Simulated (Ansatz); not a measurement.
# How far a parabola holds: energy against volume of diamond

We consider diamond, described by r²SCAN (Ansatz, a first-principles code, PAW). Settings: plane-wave cutoff 560 eV, 16×16×16 k mesh, Fermi–Dirac smearing 0.01 eV, scalar-relativistic PAW data made under PBE. The cell has no free parameter but its volume, all volumes share cutoff and mesh, and the runs aren't spin-polarised. Energies are free energies at the run's smearing, counted from the lowest row; static lattice.

| V (Å³/atom) | E (meV/atom) |
|---|---|
| 5.302 | ? |
| 5.414 | 13.59 |
| 5.527 | 3.30 |
| 5.640 | 0.00 |
| 5.753 | 3.05 |
| 5.866 | 11.89 |

The 5 complete rows are fitted with a parabola, E against V. With u = V - 5.64, the rows have u = -0.22600, -0.11300, 0.00000, 0.11300, 0.22600. Least squares gives E = -0.007 - 3.230·u + 249.544·u². Residuals (row less fit): 0.121, -0.244, 0.007, 0.236, -0.119; standard error 0.268 (degrees of freedom: 2). The fitted curve has its minimum at V = 5.65, where E = -0.02. Its curvature is d²E/dV² = 2 × 249.544 meV/Å⁶, so B = V0·d²E/dV² × 0.1602 = 452 GPa.

Estimate the missing E (V = 5.302); what did the run itself give?

u = -0.33800, so E = -0.007 - 3.230 × (-0.33800) + 249.544 × (-0.33800)² = 29.594 meV/atom. The calculation gives 31.54 meV/atom, 1.946 meV/atom above the prediction (6.2 % of the range of E in the table). The row lies outside the fitted rows, so this is an extrapolation. From the scatter of the fitted rows alone, a prediction at this place has a standard error of 0.632 meV/atom, so the miss is 3.1 times that.

The residuals are curvature that a parabola lacks, not noise. A solid that stiffens under compression and softens on expansion lies above the parabola at the compressed end and under it at the expanded end, as this row does. A third-order Birch-Murnaghan fit to the whole scan has B0 = 451 GPa. Only scans are tabulated whose curvature falls smoothly with volume, and where the parabola meets the shown rows within 5 % of their range and misses the end by 0.1 meV or more.

Measured, for comparison: bulk modulus 455 GPa (0 K value with the zero-point phonon effect removed; as tabulated in Mejia-Rodriguez and Trickey (2018), arXiv:1807.09216). Computed less measured: bulk modulus -0.9 %.
